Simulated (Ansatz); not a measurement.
# Worked example: correlation energy of InH$_{4}$⁻, singlet

All five atoms lie in one plane.

Geometry: that of the InH4⁻, triplet, kept fixed.

```xyz
5

In    0.0000    0.0000    0.0000
H     1.2631    0.0000    1.2631
H    -1.2631    0.0000    1.2631
H    -1.2631    0.0000   -1.2631
H     1.2631    0.0000   -1.2631
```

Basis def2-TZVPD with its core potentials; Ansatz 0.2.0. Only valence electrons are correlated (noble-gas cores and the filled d shells of p-block atoms frozen), which leaves 8 electrons in 83 orbitals. R marks a restricted (for open shells ROHF) determinant. No spin–orbit coupling is included; scalar relativity enters through the core potentials alone.

Full CI isn't at hand for all of this; RCCSDT(Q) serves as the reference, and is uncertain by about the last step of the cluster series.

Runs differ by some tens of microhartree through their thresholds, so steps under 0.03 kcal/mol mean nothing.

```json
{"level": "RHF", "total energy (hartree)": "-191.413883"}
{"level": "RMP2", "total energy (hartree)": "-191.526976"}
{"level": "RCCSD", "total energy (hartree)": "-191.557520"}
{"level": "RCCSD(T)", "total energy (hartree)": "-191.560168"}
{"level": "RCCSDT", "total energy (hartree)": "-191.560879"}
{"level": "RCCSDT(Q)", "total energy (hartree)": "-191.560949"}
```

**Question.** What is the correlation energy at RCCSDT(Q), and what share of it do RMP2 and RCCSD(T) recover?

**Answer.** E(corr) = -191.560949 − (-191.413883) = -0.147066 hartree = -4.002 eV. RMP2: -0.113093 / -0.147066 = 76.90 %. RCCSD(T): -0.146285 / -0.147066 = 99.47 %.

**Question.** By how many kcal/mol does RCCSD(T) miss RCCSDT(Q) (1 hartree = 627.509 kcal/mol), and which steps make up the rest?

**Answer.** -191.560168 − (-191.560949) = 0.000781 hartree = 0.49 kcal/mol. Steps: RCCSDT − RCCSD(T) = -0.45, RCCSDT(Q) − RCCSDT = -0.04 kcal/mol. That is within 1 kcal/mol of the reference in this basis, which itself misses far more of the correlation at the basis-set limit.
